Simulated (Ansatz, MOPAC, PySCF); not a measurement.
Species: CH5Si (charge -1, singlet). SMILES: [CH2-][SiH3]
Structure (B3LYP-D3(BJ)/def2-TZVP (Ansatz, a first-principles code) minimum search):
```xyz
7

C     -0.0053    -0.0329    -1.2526
Si     0.0018    -0.0163     0.5259
H     -0.9065     0.3269    -1.7546
H      0.9027     0.2988    -1.7615
H      0.0247     1.2375     1.4315
H     -1.2081    -0.7003     1.1230
H      1.1943    -0.7376     1.1138
```
Charge -1, spin multiplicity 1.

Unscaled harmonic wavenumbers (cm⁻¹) in rising order, each level at the stationary point that it reaches from this structure (no distance between atoms moves by over 0.3 Å); the order of modes can differ between levels, and a negative number is imaginary. B3LYP-D3(BJ)/def2-TZVP (PySCF, at the structure above): 240, 417, 578, 642, 829, 864, 895, 1007, 1017, 1371, 1811, 2027, 2049, 3030, 3088.

AM1 (MOPAC): 123, 535, 595, 801, 818, 821, 891, 912, 983, 1407, 2062, 2154, 2186, 3181, 3243. Zero-point energy 29.6 against 28.4 kcal/mol; where all levels lie over 400 cm⁻¹, the wavenumbers are on average 1.037 times those of B3LYP-D3(BJ)/def2-TZVP.

PM7 (MOPAC): 51, 631, 702, 806, 823, 858, 890, 916, 934, 1325, 2210, 2269, 2279, 2747, 2797. Zero-point energy 28.9 against 28.4 kcal/mol; where all levels lie over 400 cm⁻¹, the wavenumbers are on average 1.039 times those of B3LYP-D3(BJ)/def2-TZVP.

HF/3-21G (Ansatz): 188, 397, 649, 726, 875, 955, 957, 1126, 1150, 1535, 1825, 2028, 2072, 3217, 3288. Zero-point energy 30.0 against 28.4 kcal/mol; where all levels lie over 400 cm⁻¹, the wavenumbers are on average 1.077 times those of B3LYP-D3(BJ)/def2-TZVP.

B3LYP/6-31G* (Ansatz): 280, 477, 608, 648, 827, 877, 891, 1033, 1059, 1414, 1775, 2026, 2044, 3016, 3070. Zero-point energy 28.7 against 28.4 kcal/mol; where all levels lie over 400 cm⁻¹, the wavenumbers are on average 1.010 times those of B3LYP-D3(BJ)/def2-TZVP.
